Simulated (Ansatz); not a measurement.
`C[Si]S` → `[CH2]` (triplet) + `[SiH]S` at 400 K and 1 bar (formal loss of a carbene).

Program: Ansatz. Geometries: PBE0-D4/def2-TZVP. ΔE: electronic, gas phase. CBS: MP2 limit from def2 TZ/QZ plus the TZ coupled-cluster correction, frozen cores. This one scheme is used for every species. Triplets are unrestricted, without spin–orbit coupling. One conformer a species, not always the lowest.

```tsv
species	CCSD(T)/CBS energy (Eh)	H − E (kJ/mol)	S (J/(mol·K))
`C[Si]S`	-727.30578	144.8	328.3
`[CH2]` (triplet)	-39.09499	59.0	205.7
`[SiH]S`	-688.02937	61.1	271.5
```

H − E and S are ideal-gas, rigid-rotor, harmonic terms from PBE0-D4/def2-TZVP, for one conformer and one mirror image of each species, with the whole ground term of open shells counted as degenerate. 1 Eh = 2625.50 kJ/mol, R = 8.31446 J/(mol·K).

Q: By hand: ΔE, ΔH, ΔS and ΔG.

A: ΔE = (-39.09499) + (-688.02937) − (-727.30578) = 0.18142 Eh = 476.3 kJ/mol. Δ(H − E) = 59.0 + 61.1 − 144.8 = -24.7, so ΔH = 451.6 kJ/mol. ΔS = 205.7 + 271.5 − 328.3 = 148.9 J/(mol·K). ΔG = 451.6 − 400 × (148.9)/1000 = 392.0 kJ/mol.

Q: By hand: the equilibrium constant, and the temperature at which ΔG would vanish if ΔH and ΔS stayed fixed.

A: log₁₀ K = −ΔG/(RT ln 10) = -51.2. ΔG = 0 at ΔH/ΔS = 3033 K, far beyond where these terms or the molecules hold.

The number of gas molecules changes by +1, which sets the sign of ΔS. A doubt of 5 kJ/mol in ΔE shifts log₁₀ K by 0.7 here. Other conformers and mirror images would add mixing entropy, several J/(mol·K) or more a flexible species. A triplet takes part, so the spin changes. These are equilibria of isolated gas molecules and say nothing of rates. Largest T1 diagnostic: 0.016 (customary marks: 0.02 for closed shells, 0.045 for open ones).
